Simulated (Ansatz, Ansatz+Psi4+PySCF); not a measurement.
```
atom   x (Å)   y (Å)    z (Å)
   O  0.0000  0.0000  -1.2650
   B  0.0000  0.0000   0.0000
   O  0.0000  0.0000   1.2650
```

Basis set: cc-pVTZ (spherical functions). Frozen core: 3 orbitals. Correlation on ROHF uses semicanonical orbitals with singles. Charge 0, multiplicity 2.

Computed with Ansatz (development build ahead of 0.2.0); the reference of a correlated method needn't be the lowest determinant of its kind.

The atomization energy at this shape (free ground-state atoms in the same class of orbitals less the molecule, no zero-point energy) of doublet BO2:

```csv
method,atomization energy
ROHF-CCSD(T),13.52 eV
ROHF-CCSD,13.01 eV
```

(1) What does UHF-CCSD give?

## Answers

(1) 13.08 eV. Caution: the reference determinant was not shown to be the lowest. Caution for ROHF-CCSD(T), ROHF-CCSD: an unrestricted determinant lies well below. Caution for UHF-CCSD: the unrestricted determinant is spin contaminated.
